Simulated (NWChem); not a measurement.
System: acetylene (C2H2); SMILES C#C

```xyz
4

C      0.0000     0.0000    -0.6026
C      0.0000     0.0000     0.6026
H      0.0000     0.0000    -1.6690
H      0.0000     0.0000     1.6690
```
Atoms are numbered in this order, from 1.

Level: B3LYP/6-31G* (spherical d) (NWChem), optimised geometry, unscaled harmonic frequencies. 

```
frequency (cm⁻¹)  IR intensity (km/mol)
----------------  ---------------------
538                                 0.0
538                                 0.0
776                                81.0
776                                81.0
2087                                0.0
3443                               76.9
3543                                0.0
```

```yaml
zero_point_energy: 16.7 kcal/mol
thermal correction to the enthalpy at 298.15 K (with zero-point energy): 19.1 kcal/mol
heat capacity Cv: 8.7 cal/(mol K)
entropy at 298.15 K and 1 atm (symmetry number 2): 48.2 cal/(mol K)
dipole_moment: 0.00 D
```

Rigid rotor and harmonic oscillator.
